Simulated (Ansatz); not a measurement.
hcp Y, treated with LDA in Ansatz (PAW).

Numerical settings: plane-wave cutoff 500 eV, 5×5×5 k mesh, Fermi–Dirac smearing 0.1 eV, cell of 36 sites, scalar-relativistic PAW data made under PBE.

Question: Predict the vacancy formation energy and vacancy formation energy before relaxation.

Answer: 
vacancy formation energy: 1.93 eV
vacancy formation energy before relaxation: 1.96 eV

Note: energies are extrapolated to zero smearing, and mesh and cell size move such values by some hundredths of an eV or more.

The computed numbers hold no vibrational or temperature effects.

Ansatz is a program for electronic structure.
